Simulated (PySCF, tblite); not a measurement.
Energy landscape of H3P, singlet: umbrella (inversion) coordinate, bond length relaxed. Scanned: angle between the P-H bonds and the threefold axis (90 = planar). Other coordinates (P-H bond length) were minimised at PBE0/def2-TZVP.

- GFN2-xTB, 300 K electronic temperature (tblite)
- CCSD(T) on RHF/cc-pVTZ, 5 core orbitals frozen (PySCF)

Energies relative to the lowest point of each profile, in kcal/mol; the last columns give the difference from CCSD(T):

```tsv
a / °	GFN2-xTB	CCSD(T)	GFN2-xTB − CCSD(T)
90	42.8	34.2	8.6
93	41.9	33.5	8.4
96	39.2	31.3	7.9
99	35.0	27.9	7.1
102	29.7	23.6	6.1
105	23.8	18.8	5.0
108	17.8	13.9	4.0
111	12.3	9.3	3.0
114	7.4	5.4	2.1
117	3.6	2.4	1.3
120	1.1	0.6	0.5
123	0.0	0.0	0.0
126	0.5	0.8	-0.3
129	2.7	3.1	-0.4
132	6.8	6.8	0.0
```

GFN2-xTB is furthest from CCSD(T) at 90 (8.6 kcal/mol, above); its mean absolute difference over the points is 3.6 kcal/mol.
